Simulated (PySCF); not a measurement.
## Vertical excitation energies

Species: C₅H₅Cl.
Bonds: Cl1–C2, C2–C3 (double), C3–C4, C4–C5 (double), C5–C6, C2–C6. Hydrogens: H7 on C3; H8 on C4; H9 on C5; H10, H11 on C6.

Computed, not measured: TDDFT PBE0/def2-SVPD, vertical, gas phase, core orbitals frozen in the response in PySCF 2.14.0, density-fitted response routines. Geometry: GFN2-xTB; no solvent, vibrations or thermal averaging.

```
state  E (eV)  E (kJ/mol)  λ (nm)       f  |μ| (D)  symmetry  main configurations (H = HOMO, L = LUMO)
   S1    4.77         460   259.9   0.136     2.74        A′                                 H→L (98%)
   S2    5.97         576   207.8  0.0022     0.31        A″                               H→L+1 (93%)
   S3    6.22         600   199.3  0.0051     0.47        A″                               H→L+2 (92%)
   S4    6.44         622   192.4  0.0001     0.06         –                               H-1→L (98%)
   S5    6.58         635   188.4  0.0024     0.31        A′                  H→L+3 (51%), H-2→L (48%)
   S6    6.93         668   179.0  0.0042     0.40        A″                               H→L+4 (92%)
```

Triplets (Tamm–Dancoff): T1 2.87 eV, H→L (96%); T2 4.93 eV, H→L+3 (47%), H-2→L (46%).

The lowest singlet comes at 260 nm (460 kJ/mol) in the ultraviolet; it is of moderate strength; its leading configuration is HOMO→LUMO (98%). The lowest level is also the most intense of those listed (f = 0.136). Löwdin shares by element: HOMO carbon 60% or more, chlorine 17% (atoms not listed hold the other 23%); LUMO carbon 71% or more (atoms not listed hold the other 29%). Of the 6 states listed, 1 reaches f = 0.01 and 1 stays under 0.0005. The listed states span 2.16 eV, and the widest gap between neighbours is 1.19 eV (S1 to S2). Weighted by f, the mean energy of these states is 4.93 eV. Symmetry labels in Cs follow from the direction of the transition dipole and are given only for states with f of 0.002 or more. Singlets were solved by full linear response, triplets in the Tamm–Dancoff approximation.
